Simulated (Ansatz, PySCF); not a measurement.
This PySCF input computes a BLYP/def2-TZVPD energy:

```python
from pyscf import gto, scf, dft

mol = gto.M(
    atom='''
    C    -0.00358972    0.00080934    0.26295365
    Cl   -0.00984441    1.69003269   -0.03627790
    Cl    1.46912032   -0.83620564   -0.00831232
    Cl   -1.45800895   -0.85411270   -0.04821695
    ''',
    basis='def2-tzvpd',
    charge=0,
    spin=1,
    verbose=4,
)

mf = dft.UKS(mol, xc='blyp').density_fit(auxbasis='def2-universal-jkfit')
mf.grids.level = 3
mf.conv_tol = 1e-9
mf.max_cycle = 100
mf.max_memory = 1500
mf.kernel()
if not mf.converged:
    mf = mf.newton()
    mf.kernel(mf.make_rdm1())
for _ in range(2):
    mo, _, stable, _ = mf.stability(return_status=True)
    if stable:
        break
    mf.kernel(mf.make_rdm1(mo, mf.mo_occ))
mf.analyze()
```

Task: Write an input for the same energy in Ansatz (a program for electronic structure) and say what it gives.

Result: 
Ansatz 0.2 input:
```yaml
crystal:
  periodic: [false, false, false]
  atoms:
    - {symbol: C, position_ang: [-0.00358972, 0.00080934, 0.26295365]}
    - {symbol: Cl, position_ang: [-0.00984441, 1.69003269, -0.03627790]}
    - {symbol: Cl, position_ang: [1.46912032, -0.83620564, -0.00831232]}
    - {symbol: Cl, position_ang: [-1.45800895, -0.85411270, -0.04821695]}
basis:
  gaussian:
    orbitals: def2-TZVPD
hamiltonian:
  xc: {name: BLYP}
magnetization: {spin_polarized: true, initial_magnetization: 1}
output: {forces: true}
```
It gives -1418.68298 Eh, and PySCF -1418.68303 Eh, a difference of 0.05 mEh, from the treatment of integrals and grids.

It need not be the lowest isomer of its formula.
